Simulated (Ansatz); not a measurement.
## C3H7Cl (1-chloropropane): from total energies to a heat of formation

C3H7Cl has 11 atoms, charge 0, and is taken as a singlet. As SMILES, `CCCCl`. Geometry: relaxed at PBE0-D4/def2-TZVP. This is one conformer, not always the lowest.

```
atom    x (Å)    y (Å)    z (Å)
   C  -0.8114   1.0040   0.0426
   C  -0.1363  -0.2468   0.5736
   C   0.9732  -0.7681  -0.3105
  Cl   0.3677  -1.3197  -1.9018
   H  -1.2758   0.8160  -0.9270
   H  -1.5880   1.3493   0.7277
   H  -0.0905   1.8167  -0.0832
   H  -0.8721  -1.0418   0.7266
   H   0.3109  -0.0425   1.5540
   H   1.4715  -1.6272   0.1367
   H   1.7160   0.0032  -0.5181
```

Total energies at wB97X/6-31G* (spherical functions) (Ansatz 0.2.0); the atoms run unrestricted:

```
species    state  energy (Eh)
 C3H7Cl  singlet  -578.684852
      C  triplet   -37.833080
     Cl  doublet  -460.113757
      H  doublet    -0.499321
```

Harmonic wavenumbers at PBE0-D4/def2-TZVP, in cm⁻¹: 137, 215, 295, 424, 678, 796, 873, 911, 1057, 1088, 1116, 1238, 1281, 1331, 1378, 1410, 1468, 1475, 1492, 1498, 3039, 3052, 3081, 3095, 3125, 3138, 3151.

Measured heats of formation of the gaseous atoms at 298.15 K, in kJ/mol: C 716.9, Cl 121.3, H 218.0. Spin-orbit lowering of the atoms at 298 K (mean of the ground term's levels less their thermal mean, from spectra), in kJ/mol: C 0.02, Cl 3.44. Take 1 Eh = 2625.50 kJ/mol, 1 cm⁻¹ = 0.0119627 kJ/mol, RT = 2.479 kJ/mol.

Question: Work out the heat of formation of the gas at 298 K.

Answer: 
1. Electronic atomisation energy: 3 × (-37.833080) + (-460.113757) + 7 × (-0.499321) − (-578.684852) = 1.576608 Eh = 4139.4 kJ/mol.
2. Zero-point energy: half the sum of the wavenumbers, 20921 cm⁻¹ = 250.3 kJ/mol.
3. Thermal vibrational enthalpy, Σ hcν̃/(exp(hcν̃/kT) − 1): 6.3 kJ/mol. Translation, rotation and pV of a non-linear molecule: 4 RT = 9.9 kJ/mol.
4. The 11 free atoms carry 5/2 RT each: 68.2 kJ/mol.
5. Spin-orbit coupling lowers the free atoms by 3 × 0.02 + 3.44 = 3.5 kJ/mol.
6. Atomisation enthalpy at 298 K: 4139.4 − 3.5 − 250.3 − 6.3 − 9.9 + 68.2 = 3937.6 kJ/mol.
7. Sum of the atoms' heats of formation: 3798.0 kJ/mol. Heat of formation: 3798.0 − 3937.6 = -139.6 kJ/mol.

The tabulated value is -131.9 kJ/mol (CRC Handbook of Chemistry and Physics), so this level is off by -7.7 kJ/mol, or 0.2 % of the atomisation enthalpy. So close a hit in a small basis owes something to errors that cancel. Anharmonicity and any spin-orbit splitting of the molecule are left out.
